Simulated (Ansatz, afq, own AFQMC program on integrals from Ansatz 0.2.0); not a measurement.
F, doublet → F⁺, singlet

A free F atom.

E(singlet, charge +1) − E(doublet, charge +0) at this geometry, on UHF and RHF determinants.

Basis aug-cc-pVDZ. Only valence electrons are correlated. AFQMC by an in-house program on the Cholesky factors that Ansatz 0.2.0 writes for its CCSD(T) run. ph-AFQMC/CISD is guided by a CISD state made of CCSD amplitudes; releasing the constraint for a short imaginary time cuts its bias at the price of noise, slowly where states lie close. Error bars are statistical, one sigma. The errors of all members are added in quadrature.

Full CI on the same integrals is exact in this basis and with this determinant's frozen core.

Errors are counted within aug-cc-pVDZ, not against nature.

Cautions: F⁺ (singlet): another spin lies lower, restricted determinant unstable towards unrestricted (UHF 3.07 eV lower, ⟨S²⟩ 1.01), strong correlation (T1 0.004, weight of the determinant 0.79, largest double 0.33), the determinant fills the p orbitals unequally in pairs, so it mixes two states of the atom (¹D and ¹S), and each level undoes that mixture to a different degree, while full CI gives the lower state, CCSDTQ on the UHF determinant differs (2.75 eV lower), perhaps since the unrestricted series falls towards higher spin, its ph-AFQMC/CISD value lies 15.1 ± 2.2 meV above full CI; this isn't the first ionization.

```csv
level,vertical ionization energy (eV)
CCSD,20.166
HF,20.135
```

(1) From these cheaper values, estimate the vertical ionization energy at the reference level in aug-cc-pVDZ.

(1) 19.872 eV (full CI in aug-cc-pVDZ).

```tsv
level	vertical ionization energy (eV)	error against FCI (eV)
MP2	21.011	1.139
CCSD(T)	19.973	0.101
CCSDT	19.932	0.061
CCSDT(Q)	19.869	-0.003
CCSDTQ	19.872	0.000
ph-AFQMC/CISD	19.883 ± 0.003	0.012 ± 0.003
released AFQMC	19.883 ± 0.006	0.011 ± 0.006
```

Correlation beyond CCSD(T) takes off 0.101 eV. The perturbative (T) step is worth −0.193 eV. Where a determinant mixes two states, these steps and errors hold in part the undoing of that mixture, and only full CI is sure.

CCSDT and higher add their correlation energy to the determinant of the CCSD(T) run, since their own runs factorise the integrals more tightly (a shift of under 2 meV). Released energies are given only where the last usable release times agree within the noise; a slower fall can still hide under it.
